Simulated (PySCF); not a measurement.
NO, SMILES [N]=O, multiplicity 2. Atoms are numbered in the order given.

```xyz
2

N      0.0000     0.0000    -0.6107
O      0.0000     0.0000     0.5343
```
Charge 0, spin multiplicity 2.

Geometry optimised at B3LYP-D3(BJ)/def2-TZVPD.

These are B3LYP/pcH-1 (PySCF) values and carry that method's errors.

Unrestricted Kohn–Sham, ⟨S²⟩ = 0.753. Hyperfine tensors hold the contact and dipolar terms, without spin-orbit corrections.

Computed hyperfine couplings:
| nucleus | A(iso) (MHz) | A(iso) (G) | dipolar principal values (MHz) |
|---|---|---|---|
| 14N no. 1 | 16.2 | 5.8 | -40.0, -38.8, 78.8 |
| 17O no. 2 | -25.1 | -8.9 | -141.8, 66.1, 75.7 |
